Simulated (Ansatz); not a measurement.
# BCl2H2: the cost of one run

Method: UKS BHLYP/def2-SVP, in Ansatz 0.2.0.

## Step 1: The system as given

Bond lengths: B1–H3 1.190 Å, B1–Cl4 1.860 Å. Angles: H3–B1–Cl4 120.0°.

As a file:

```xyz
5

B     0.0000    0.0000    0.0000
H     0.0000    0.0000    1.4400
H     1.0305    0.0000   -0.5950
Cl   -1.6108    0.0000   -0.9300
Cl    0.0000    0.0000    3.1100
```

## Step 2: A restrained relaxation towards end A

Springs on the bonds that form and break draw the guess towards this end; the thresholds are loose.

Input file input.yaml:

```yaml
crystal:
  periodic: [false, false, false]
  atoms:
    - { symbol: B, position_ang: [0.0, 0.0, 0.0] }
    - { symbol: H, position_ang: [0.0, 0.0, 1.44] }
    - { symbol: H, position_ang: [1.0305, 0.0, -0.595] }
    - { symbol: Cl, position_ang: [-1.6108, 0.0, -0.93] }
    - { symbol: Cl, position_ang: [0.0, 0.0, 3.11] }
magnetization:
  spin_polarized: true
  initial_magnetization: 1
basis:
  gaussian: { orbitals: def2-SVP }
hamiltonian:
  xc: { name: BHLYP }
relax:
  f_tol: 0.15
  max_steps: 25
  restrain:
    - { distance: [1, 4], at: 2.57, k: 30.0 }
    - { distance: [0, 1], at: 1.19, k: 30.0 }
```

Run with:

```console
> ansatz run input.yaml --threads 1 --pin off --max-ram 2048MiB --backend cpu --events-out ev --progress --plain --runs-dir out
```

Q: Estimate wall time and peak memory on 1 thread of Arm Neoverse V1, shared host.

About 27 s, with a peak of 0.12 GiB.
